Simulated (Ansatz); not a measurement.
Mulliken charges of AlH$_{5}$Si, SMILES `[AlH2][SiH3]` from ωB97M-V/def2-TZVPP in Ansatz (PBE0-D4/def2-TZVP geometry).

| atom | x (Å) | y (Å) | z (Å) | charge (e) |
| --- | --- | --- | --- | --- |
| Al1 | -0.333 | -1.373 | 0.084 | 0.381 |
| Si2 | 0.285 | 1.000 | -0.065 | -0.083 |
| H3 | 0.695 | -2.469 | 0.598 | -0.112 |
| H4 | -1.794 | -1.830 | -0.344 | -0.113 |
| H5 | 0.136 | 1.495 | -1.465 | -0.025 |
| H6 | -0.615 | 1.833 | 0.786 | -0.025 |
| H7 | 1.686 | 1.275 | 0.361 | -0.023 |

**Question.** By hand: the dipole of these point charges (1 e Å = 4.8032 D).

**Answer.** Σ q r = (-0.052, -0.235, 0.018) e Å, of length 0.241 e Å = 1.16 D.

**Question.** How does the dipole of the full density compare? (Best estimate.)

**Answer.** Ansatz gave: (-0.004, -0.061, 0.008) e Å, 0.30 D; the point charges give 3.87 times that, at 9° from its direction.

Point charges leave out the atoms' own dipoles, such as those of lone pairs, and Mulliken's split depends on the basis, so the two needn't agree.
